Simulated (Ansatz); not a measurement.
Wavefunction ladder for C4H6S, SMILES `CC1=CSC1`

```xyz
11

C    -0.1522    1.3916    0.4433
C    -0.0998    0.0256   -0.1259
C    -0.6779   -0.5406   -1.1907
S    -0.0025   -2.1632   -1.0191
C     0.6676   -1.1643    0.3757
H    -0.5336    1.3823    1.4698
H    -0.8012    2.0360   -0.1525
H     0.8422    1.8492    0.4762
H    -1.3537   -0.1800   -1.9553
H     0.3559   -1.5561    1.3458
H     1.7552   -1.0805    0.3326
```

Charge 0, multiplicity 1. The structure was optimised at the PBE0-D4/def2-TZVP level. Frozen core, restricted reference, Ansatz 0.2.0. CBS rows extrapolate triple and quadruple zeta; past MP2 they add the triple-zeta difference.

```
     basis     HF (Eh)  MP2 corr.  CCSD corr.       (T)  CCSD(T) total
  def2-SVP           ?          ?           ?  -0.02707              ?
def2-TZVPP  -552.51446   -0.83317    -0.87443  -0.04286     -553.43175
def2-QZVPP  -552.53265   -0.89019           –         –              –
 CBS(def2)  -552.53516   -0.93243           ?     as TZ              ?
```

**Question.** Fill in the withheld values. (Estimate.)

**Answer.** Computed: def2-SVP HF (Eh): -552.20173; def2-SVP MP2 corr.: -0.67288; def2-SVP CCSD corr.: -0.72328; def2-SVP CCSD(T) total: -552.95208; CBS(def2) CCSD corr.: -0.97369; CBS(def2) CCSD(T) total: -553.55171.
